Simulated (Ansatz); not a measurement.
# MgNH (triplet): wave-function methods side by side at angle Mg2–N1–H3 = 141.7°, 6-31G

Aim: climb from Hartree-Fock through coupled cluster and multireference methods for MgNH (triplet) at one geometry and basis, and see what each rung misses.

Computed with Ansatz 0.2.0, Gaussian basis. Level: 6-31G, core rule «outside noble gas», up to 6 orbitals frozen.

Plan: UHF; CCSD(T) on ROHF; CCSD(T) on UHF; BCCD(T) on ROHF; CISD; CCSDT(Q) on ROHF; CCSDT(Q) on UHF; CCSDTQ on ROHF; CCSDTQ on UHF; CASSCF and MRCISD+Q, 4 electrons in 4 orbitals; CASSCF and NEVPT2, 4 electrons in 4 orbitals; Full CI.

23 further runs of the same task are left out: 14 for a known fault of the program, 5 that didn't finish, 4 set aside as unsound or not needed.

## (1) What is computed

The geometry derives from a PBE0/def2-TZVP stationary point (not a proven minimum). One angle is set to the value named; bond lengths are kept.

3 atoms, charge 0, spin multiplicity 3.

Atoms are counted from 1 here; the program's logs count them from 0.

Bond lengths: N1–Mg2 1.882 Å, N1–H3 1.011 Å. Angles: Mg2–N1–H3 141.7°.

## (2) UHF

The input, in.yaml:

```yaml
crystal:
  periodic: [false, false, false]
  atoms:
    - {symbol: N, position_ang: [-0.316309, 0.000000, 0.274173]}
    - {symbol: Mg, position_ang: [0.300968, 0.000000, -1.503400]}
    - {symbol: H, position_ang: [0.015341, 0.000000, 1.229227]}
basis:
  gaussian: {orbitals: 6-31G}
magnetization: {spin_polarized: true, initial_magnetization: 2}
hamiltonian: {xc: hf}
output: {orbitals: {seedname: orbitals}}
```

The run is started by

```sh
> ansatz run in.yaml --threads 1 --pin off --events-out ev --progress --plain --max-ram 2393MiB
```

The runs that follow: CCSD(T) on ROHF; CCSD(T) on UHF; BCCD(T) on ROHF; CISD; CCSDT(Q) on ROHF; CCSDT(Q) on UHF; CCSDTQ on ROHF; CCSDTQ on UHF; CASSCF and MRCISD+Q, 4 electrons in 4 orbitals; CASSCF and NEVPT2, 4 electrons in 4 orbitals; Full CI.

Before running them: what should the planned runs give, taken together? Wanted: FCI from the RHF energy; RMP2 from FCI; UMP2 from FCI; RCCSD from FCI; RCCSD(T) from FCI; UCCSD(T) from FCI; RCCSDT(Q) from FCI; UCCSDT(Q) from FCI; MRCISD+Q pair from FCI.

The runs gave:

| quantity | value |
| --- | --- |
| FCI from the ROHF energy | -2.9972 eV |
| RMP2 from FCI | +44.8 kJ/mol |
| UMP2 from FCI | +43.1 kJ/mol |
| RCCSD from FCI | +8.0 kJ/mol |
| RCCSD(T) from FCI | +2.1 kJ/mol |
| UCCSD(T) from FCI | +2.0 kJ/mol |
| RCCSDT(Q) from FCI | 0.0 kJ/mol |
| UCCSDT(Q) from FCI | -0.2 kJ/mol |
| MRCISD+Q pair from FCI | +3.2 kJ/mol |
| levels within 1 kcal/mol (43 meV) | RCCSD(T), UCCSD(T), BCCD(T), RCCSDT, UCCSDT, RCCSDT(Q), UCCSDT(Q), RCCSDTQ, UCCSDTQ, MRCISD+Q pair |
| T1 diagnostic | 0.035 |
| effectively unpaired electrons | 2.03 |

In words: RCCSD(T) lands +2.1 kJ/mol from the yardstick (0.7 % of the correlation energy). UCCSDT(Q) falls below full CI: unrestricted runs freeze a spin-polarised core, another one than full CI's, and coupled cluster isn't variational. One determinant dominates. These misses are within one basis, not against nature; the frozen cores of restricted and unrestricted runs differ, which can shift their rows.

Levels on UHF freeze UHF's core orbitals, full CI those of ROHF, so the U rows can settle a little off it for that reason alone.

With open shells the CI space here admits some triples and quadruples, so it is larger than plain CISD.
